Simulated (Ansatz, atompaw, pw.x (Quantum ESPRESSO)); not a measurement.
technetium (Tc): does the PAW (atompaw) potential hold in the solid?

Tc, PAW, made with atompaw 4.2.0.5 (PBEsol, scalar-relativistic). Core [Ar] 3d10, reference 4s2 4p6 4d5 5s2 5p0. Waves: 4s (bound): rc 1.70 bohr; 5s (bound): rc 2.10 bohr; 4p (bound): rc 1.70 bohr; 5p (bound, empty): rc 2.10 bohr; 4d (bound): rc 2.05 bohr; 4d channel at 2.45 Ry: rc 2.10 bohr. Local part: troulliermartins scheme with l = 3 at -0.5 Ry, radius 1.65 bohr. Core correction: smooth core density matched at 1.10 bohr. Augmentation charge: sinc compensation charge, radius 1.65 bohr; PAW radius 2.10 bohr; waves and projectors: custom polynom2 7 10 vanderbiltortho.

Atomic tests: cutoffs needed: 25 Ry and 80 Ry (the cutoffs (Ry, on a coarse ladder) from which the occupation-weighted sum of valence levels, in a spherical-Bessel basis at the reference potential, stays within 10 and 1 mRy of its value at 400 Ry); ghost test: no extra level below or beside the all-electron valence levels (s, p, d, f tested) (spherical-Bessel basis up to 400 Ry, 20 bohr box); lowest eigenvalue of the overlap operator: 0.56 (s channel).

Crystal test: sc Tc in pw.x 7.5, no spin, 13³ k-points, Fermi–Dirac smearing 0.01 Ry, cutoffs 100/900 Ry. The reference is all-electron LAPW (Ansatz 0.2.0) with the same functional, mesh and smearing; V0 and B0 come from Birch–Murnaghan fits to the pressures at five volumes. Errors are pseudo minus all-electron; Δ is the rms difference of the E(V) curves that follow from these fits, minima aligned, over ±6 % about the mean V0. Mesh and smearing are coarse, so the numbers serve the comparison and aren't converged zero-temperature values; the lattice is a test structure that the element need not adopt.

All-electron: a0 = 2.505 Å (V0 = 15.71 Å³/atom), B0 = 243.8 GPa.

**Question.** How far does the potential miss the all-electron equation of state?

**Answer.** mean pressure error (GPa): -0.55; a0 (Å): 2.503; a0 error (%): -0.07; B0 error (%): +0.1; Δ (meV/atom): 1.9.

| V (Å³/atom) | P all-electron (GPa) | P pseudo (GPa) |
| --- | --- | --- |
| 14.940 | 13.77 | 13.11 |
| 15.333 | 6.31 | 5.72 |
| 15.726 | -0.20 | -0.74 |
| 16.119 | -5.88 | -6.37 |
| 16.512 | -10.83 | -11.29 |

**Question.** At the middle volume, how do free energy and pressure move when the wave cutoff is lowered (ecutrho held at 900 Ry)?

**Answer.**

```csv
cutoff (Ry),shift of F (meV/atom),shift of P (GPa)
45,+15.1,-0.06
60,+6.6,+0.04
80,+1.8,+0.05
```

The run at the middle volume (84 k-points, 9 iterations) took about 17 s on one core of a shared host (AMD EPYC 9R45 96-Core Processor, 96 threads, 376 GiB, load 31).
